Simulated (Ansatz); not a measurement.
A made-up structure of C2H4N (charge -1), singlet:

```xyz
7
angstrom
C -0.7881 -0.1156 -0.5237
N -0.3539 -0.3037 0.5193
C 0.7269 0.0631 0.6134
H -1.7023 -0.4688 -0.4746
H -0.2606 0.3909 -1.4589
H 1.3999 0.5867 -0.2127
H 0.9781 -0.1526 1.5372
```

It is relaxed with PBE-D4/def2-SVPD and then PBE0-D4/def2-TZVPD (Ansatz 0.2.0). Atoms count as bonded within 1.22 times the sum of their covalent radii (H–H: 0.88 Å). The end point is not checked to be a true minimum.

Problem. Does its bonding change? (Judge from chemistry; the calculation decides.)

Solution. By the calculation: No: no bond forms or breaks.

Where it ends: The first stage lowers the energy by 5.31 eV in 6 steps. It ends as C₂H₄N ([CH2][N][CH2]), total charge -1:
| atom | x (Å) | y (Å) | z (Å) |
| --- | --- | --- | --- |
| C1 | -0.9635 | -0.1346 | -0.6604 |
| N2 | -0.3276 | -0.2814 | 0.4808 |
| C3 | 0.9069 | 0.0860 | 0.7434 |
| H4 | -1.9899 | -0.4828 | -0.7498 |
| H5 | -0.4976 | 0.3318 | -1.5432 |
| H6 | 1.5525 | 0.5735 | -0.0046 |
| H7 | 1.3192 | -0.0924 | 1.7338 |

The highest PBE0 orbital of the anion lies well above zero, so the extra electron may be unbound in the gas phase.

Labels in which every atom is bracketed show which atoms are joined, not bond orders.

For scale, one of the runs: PBE0-D4/def2-TZVPD relaxation, 147 basis functions, launched by `ansatz run in.yaml --threads 2 --pin off --events-out ev --progress --plain --max-ram 4352MiB`. The run took about 9 s on 2 CPU threads of an Arm Neoverse V2 (shared host).
